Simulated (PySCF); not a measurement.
## Core-level binding energies of `CCN(C)[PH-]`

Species: C3H9NP (charge -1).
Structure used (GFN2-xTB), in Å, numbered top down from 1:
```
atom  x, y, z in Å
C1    -1.7163   -0.1375   -0.0361
C2    -0.5867   -0.1891    0.9983
N3     0.7108   -0.3003    0.3782
C4     1.1659    0.9491   -0.1763
P5     1.9211   -1.2002    1.3185
H6    -2.6839   -0.1998    0.4624
H7    -1.6823    0.7873   -0.6095
H8    -1.6154   -0.9746   -0.7225
H9    -0.6636    0.7021    1.6524
H10   -0.7157   -1.0754    1.6233
H11    1.1107    1.7898    0.5383
H12    0.5603    1.2138   -1.0557
H13    2.2017    0.8298   -0.4871
H14    1.9926   -2.1955    0.3735
```

Computed with PySCF, delta-SCF UKS SCAN, pcX-2 on the ionised atom, pcseg-1 elsewhere, spin-free X2C. Vertical ΔSCF values, vacuum level as zero.

Q: List the computed XPS lines with their assignment.

A: 
```csv
atom(s),bonded to,level,binding energy (eV),above the level's lowest (eV),count
C4,N and 3 H,C 1s,286.40,0.00,1
C1,C and 3 H,C 1s,286.41,+0.01,1
C2,"N, C and 2 H",C 1s,286.43,+0.03,1
N3,2 C and P,N 1s,398.86,0.00,1
P5,N and H,P 1s,2142.23,0.00,1
```

The 3 C 1s values lie within 0.03 eV of each other; Gaussian lines of 0.5 eV full width would blend them into one maximum.

Q: Which effective nuclear charge Zeff reproduces each element's mean 1s value in the hydrogen-like formula E = 13.606 eV × Zeff²?

A: C (Z = 6): mean 286.4 eV, Zeff = 4.59, Z − Zeff = 1.41; N (Z = 7): mean 398.9 eV, Zeff = 5.41, Z − Zeff = 1.59; P (Z = 15): mean 2142.2 eV, Zeff = 12.55, Z − Zeff = 2.45. Means run over the listed sites, weighted by atom count.

Q: Which photon wavelength matches the C 1s of C2 threshold?

A: λ = hc/E = 12398.42 eV Å / 286.43 eV = 43.286 Å.

Not every level is listed. The species carries charge -1, so core ionisation leaves a neutral species. The basis sets have no added diffuse functions. One conformer (not necessarily the lowest) at the GFN2-xTB geometry, without solvent, vibrations or thermal averaging.
